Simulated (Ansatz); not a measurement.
**N₂ (singlet): the correlation ladder, cc-pVDZ**

The task here is to estimate one member of a computed series from the others.

The runs use Ansatz 0.2.0, Gaussian basis; cc-pVDZ, core rule «outside noble gas», up to 2 orbitals frozen.

The runs, in order: UHF; CCSD(T) on RHF; BCCD(T) on RHF; CISD; CCSDT(Q) on RHF; CISDTQ; CCSDTQ on RHF; CASSCF and MRCISD+Q, 10 electrons in 8 orbitals; CASSCF and NEVPT4(SD), 10 electrons in 8 orbitals; CASSCF and NEVPT2, 10 electrons in 8 orbitals; Full CI.

9 further runs of the same task are left out: 9 set aside as unsound or not needed.

## What is computed

The geometry is an MP2(full)/6-31G* stationary point (not a proven minimum).

2 atoms, charge 0, spin multiplicity 1.

Atoms are counted from 1 here; the program's logs count them from 0.

Bond lengths: N1–N2 1.130 Å.

The first run:

The input, in.yaml:

```yaml
crystal:
  periodic: [false, false, false]
  atoms:
    - {symbol: N, position_ang: [0.000000, 0.000000, 0.000000]}
    - {symbol: N, position_ang: [0.000000, 0.000000, 1.129980]}
basis:
  gaussian: {orbitals: cc-pVDZ}
magnetization: {spin_polarized: true, initial_magnetization: 0}
hamiltonian: {xc: hf}
output: {orbitals: {seedname: orbitals}}
```

On the command line:

```console
ansatz run in.yaml --threads 1 --pin off --events-out ev --progress --plain --max-ram 3956MiB --backend cpu
```

Steps of the session up to this table: UHF; CCSD(T) on RHF; BCCD(T) on RHF; CISD; CCSDT(Q) on RHF; CISDTQ; CCSDTQ on RHF; CASSCF and MRCISD+Q, 10 electrons in 8 orbitals; CASSCF and NEVPT4(SD), 10 electrons in 8 orbitals; CASSCF and NEVPT2, 10 electrons in 8 orbitals; Full CI.

One table of the session follows, with a row left open; its other results are not shown here.

It belongs to the step «Misses and costs». 

```
            method  from FCI (meV)
               RHF         +9018.6
              RMP2          +412.2
              CISD         +1013.5
             RCCSD          +403.6
          RCCSD(T)           +52.4
           BCCD(T)           +52.3
            RCCSDT           +52.2
            CISDTQ           +65.3
         RCCSDT(Q)            -1.2
           RCCSDTQ            +6.6
    CASSCF valence         +4769.2
    NEVPT2 valence          +872.9
NEVPT4(SD) valence           +54.8
    MRCISD valence          +216.5
  MRCISD+Q valence               ?
               FCI               0
```

**Question.** Estimate the row for MRCISD+Q valence.

**Answer.** from FCI (meV): -0.4. In the column «from FCI (meV)» it lies between RCCSDT(Q) (-1.2) and FCI (0).
